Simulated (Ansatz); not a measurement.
A run of Ansatz (development build ahead of 0.2.0) on singlet LiH at this shape:

```xyz
2

Li    0.0449   -0.0017   -0.4215
H    -0.0070   -0.0111    1.1501
```

Its results:

* Converged: yes
* Reference energy: -7.86264 hartree
* Correlation energy: -0.01269 hartree
* Total energy: -7.87533 hartree
* Spin squared of the determinant: 0.000

Q: Which input gives this output? Name the method, the orbitals and the basis set, and write the input.

A: RHF-MP2 in STO-3G. An unrestricted run that stays on the closed shell gives the same numbers.

```yaml
crystal:
  periodic: [false, false, false]
  atoms:
    - { symbol: Li, position_ang: [0.04487, -0.0017, -0.42146] }
    - { symbol: H, position_ang: [-0.00696, -0.01106, 1.15012] }
basis:
  gaussian: { orbitals: STO-3G }
hamiltonian:
  xc: hf
correlation:
  method: mp2
  frozen_orbitals: { H: 0, Li: 0 }
```
